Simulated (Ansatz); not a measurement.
Changing the shape of B2N, doublet

Computed with Ansatz's Gaussian-basis code (development build). Nonrelativistic, cc-pVTZ, 3 core orbitals frozen. Single-reference values can break down or jump between states where bonds are stretched.

Case A:

```xyz
3

B     0.0000    0.0000   -1.3680
N     0.0000    0.0000    0.0000
B     0.0000    0.0000    1.2720
```

Case B:

```xyz
3

B     0.0000    0.0000   -1.3840
N     0.0000    0.0000    0.0000
B     0.0000    0.0000    1.2560
```

Case C:

```json
{"atom": "B", "x (Å)": "0.0000", "y (Å)": "0.0000", "z (Å)": "-1.3440"}
{"atom": "N", "x (Å)": "0.0000", "y (Å)": "0.0000", "z (Å)": "0.0000"}
{"atom": "B", "x (Å)": "0.0000", "y (Å)": "0.0000", "z (Å)": "1.2960"}
```

Case D:

```csv
atom,x (Å),y (Å),z (Å)
B,0.0000,0.0000,-1.3280
N,0.0000,0.0000,0.0000
B,0.0000,0.0000,1.3120
```

Case E:

```xyz
3

B     0.0000    0.0000   -1.3200
N     0.0000    0.0000    0.0000
B     0.0000    0.0000    1.3200
```

Case F:

```xyz
3

B     0.0000    0.0000   -1.3920
N     0.0000    0.0000    0.0000
B     0.0000    0.0000    1.2480
```

Energy less that of case A, in eV:

```json
{"case": "B", "RCCSD": "0.000", "RCCSD(T)": "+0.013"}
{"case": "C", "RCCSD": "+0.182", "RCCSD(T)": "-0.039"}
{"case": "D", "RCCSD": "+0.203", "RCCSD(T)": "-0.024"}
{"case": "E", "RCCSD": "+0.206", "RCCSD(T)": "-0.021"}
{"case": "F", "RCCSD": "+0.010", "RCCSD(T)": "+0.029"}
```

Problem. What does UCCSD(T) give for these differences?

Solution. B: +0.012 eV; C: +0.026 eV; D: +0.067 eV; E: +0.093 eV; F: +0.028 eV.
